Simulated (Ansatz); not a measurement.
Basis-set extrapolation for `[CH2]N` radical (PBE0-D4/def2-TZVP geometry, frozen core, Ansatz 0.2.0). Multiplicity 2, UHF reference.

```csv
,def2-TZVPP,def2-QZVPP
HF,-94.634665,-94.639669
MP2 correlation,-0.368967,-0.394769
CCSD(T) correlation,-0.406966,not run
```

Energies in hartree. Use E(X) = E(∞) + A·exp(−7.88·√X) for Hartree–Fock and E(X) = E(∞) + B·X^(−2.97) for correlation, with X = 3 and 4, and add CCSD(T) minus MP2 of the smaller set to the MP2 limit.

What is the CCSD(T) energy at the basis-set limit?

HF limit: -94.639669 + (-0.005004) × 0.13774 = -94.64036. MP2 limit: -0.394769 + (-0.025802) × 0.74074 = -0.41388. Higher-order term: -0.406966 − (-0.368967) = -0.03800. Total: -95.09224 hartree, 132.9 kJ/mol below CCSD(T)/def2-TZVPP.
